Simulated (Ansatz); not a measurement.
Relaxation of CH₂ClF₂ (6 atoms, charge -1, multiplicity 1), to a largest force component of 0.03 eV/Å in at most 50 steps.

Level of theory: UKS revPBE-D4/def2-SVP in Ansatz.

```xyz
6
Properties=species:S:1:pos:R:3:forces:R:3
F -0.254 -2.188 0.565 0.05 0.46 -0.12
C 0.021 0.321 -0.121 -0.38 -1.21 -0.27
F -0.456 0.567 -1.397 -0.01 -0.01 -0.02
Cl 0.651 1.888 0.545 0.35 0.86 0.38
H 0.801 -0.470 -0.123 -0.01 -0.05 0.02
H -0.763 -0.119 0.531 0.01 -0.05 0.01
```

**Question.** Where does it end, and by what steps?

**Answer.** The forces met the threshold. The force dipped under the threshold on the way, but the program's further checks kept it going. Limits of this set-up: an anion without diffuse functions. After 30 steps the energy has fallen by 1.745 eV; F3 moved furthest, 1.05 Å. Parted: C2–Cl4 (1.82 → 3.26 Å). Joined: F1–C2 (2.62 → 1.39 Å).

| step | energy less start (eV) | largest force component (eV/Å) | accepted |
| --- | --- | --- | --- |
| 0 | 0.0000 | 1.206 | yes |
| 2 | -0.1242 | 0.357 | yes |
| 4 | -0.1855 | 0.595 | yes |
| 6 | -0.3043 | 2.371 | yes |
| 8 | -1.2608 | 2.258 | yes |
| 10 | -1.6085 | 0.572 | yes |
| 12 | -1.7079 | 0.249 | yes |
| 14 | -1.7264 | 0.117 | yes |
| 16 | -1.7281 | 0.052 | yes |
| 18 | -1.7282 | 0.008 | yes |
| 20 | -1.7283 | 0.004 | yes |
| 22 | -1.7217 | 0.345 | no |
| 24 | -1.7296 | 0.109 | yes |
| 26 | -1.7359 | 0.309 | yes |
| 28 | -1.7449 | 0.063 | yes |
| 30 | -1.7453 | 0.014 | yes |

```xyz
6
Properties=species:S:1:pos:R:3
F -0.355 -1.584 0.435
C -0.076 -0.410 -0.250
F -0.884 -0.393 -1.377
Cl 0.563 2.341 1.386
H 0.988 -0.455 -0.590
H -0.235 0.502 0.397
```

Whether the end is a true minimum wasn't checked by a vibrational analysis.

The run took 28 s on 2 threads of INTEL(R) XEON(R) PLATINUM 8581C CPU @ 2.10GHz (Emerald Rapids), on a shared host, peak memory 0.17 GiB.
